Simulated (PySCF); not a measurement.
# MgCl under other conditions

One physical setting of the base script is moved in each run, with the edits that it forces.

Program: PySCF 2.14.0. Level of theory: method and basis as typed in the scripts. These are calculated values, not measurements.

## 1. The starting structure

MgCl: 2 atoms, charge 0, spin multiplicity 2.

Bond lengths: Mg1–Cl2 2.162 Å.

## 2. Base script

File input.py:

```python
from pyscf import gto, scf

mol = gto.M(
    atom='Mg 0 0 0; Cl 0 0 2.162',
    basis='aug-cc-pvdz',
    charge=0,
    spin=1,
    verbose=3,
)
mf = scf.UHF(mol)
mf.kernel()
mf.analyze()
print('orbital energies (hartree):', [e[max(0, n-3):n+3].round(4) for e, n in zip(mf.mo_energy, mol.nelec)])
```

Command:

```
OMP_NUM_THREADS=1 python input.py
```

Its log is not repeated here.

It gives: E(SCF) = -659.184960 Eh, ⟨S²⟩ = 0.751, μ = 3.25 D.

The bond length is a typed value, not an optimised one.

## 3. Charge -1 (triplet)

Variant 1 changes charge: 0 → -1; spin (2S): 1 → 2.

File input.py:

```python
from pyscf import gto, scf

mol = gto.M(
    atom='Mg 0 0 0; Cl 0 0 2.162',
    basis='aug-cc-pvdz',
    charge=-1,
    spin=2,
    verbose=3,
)
mf = scf.UHF(mol)
mf.kernel()
mf.analyze()
print('orbital energies (hartree):', [e[max(0, n-3):n+3].round(4) for e, n in zip(mf.mo_energy, mol.nelec)])
```

Command:

```
OMP_NUM_THREADS=1 python input.py
```

## 4. Lengths in bohr

Variant 2 changes length unit: angstrom → bohr; bond length: 2.162 Å → 2.162 bohr.

input.py: that of step 2 with these lines changed.

```diff
@@ -7,2 +7,3 @@
     spin=1,
+    unit='bohr',
     verbose=3,
```

## 5. Electric field 0.001 a.u.

Variant 3 changes electric field: none → 0.001 a.u.

input.py: that of step 2 with these lines changed.

```diff
@@ -10,2 +10,7 @@
 mf = scf.UHF(mol)
+field = 0.001  # electric field along z, atomic units
+h = mf.get_hcore() + field*mol.intor('int1e_r')[2]
+mf.get_hcore = lambda *args: h
+e_nuc = mol.energy_nuc() - field*mol.atom_charges() @ mol.atom_coords()[:, 2]
+mf.energy_nuc = lambda *args: e_nuc
 mf.kernel()
```

## 6. Bond 6.486 Å

Variant 4 changes bond length: 2.162 Å → 6.486 Å.

input.py: that of step 2 with these lines changed.

```diff
@@ -3,3 +3,3 @@
 mol = gto.M(
-    atom='Mg 0 0 0; Cl 0 0 2.162',
+    atom='Mg 0 0 0; Cl 0 0 6.486',
     basis='aug-cc-pvdz',
```

Before running it: what results should come out? Wanted: for each run, E(SCF); from base; gap, α spin; SCF dipole.

As calculated:

| run | E(SCF) (hartree) | from base (eV) | gap, α spin (eV) | SCF dipole (D) |
| --- | --- | --- | --- | --- |
| base | -659.184960 | 0 | 8.17 | 3.25 |
| charge -1 (triplet) | -659.176221 | +0.2378 | 2.55 | n/a |
| lengths in bohr (poor choice) | -657.704140 | not comparable | 6.68 | 0.51 |
| electric field 0.001 a.u. | -659.183711 | +0.0340 | 8.17 | 3.10 |
| bond 6.486 Å | -659.081126 | +2.8255 | 7.33 | 0.03 |

Of the runs whose energies can be compared, “bond 6.486 Å” moves the SCF energy most (+2.825 eV). At the SCF level, adding an electron (to the triplet) costs 0.24 eV at fixed geometry; correlation, diffuse functions and relaxation can still bind it. Rows marked «poor choice» come from settings spoiled on purpose.
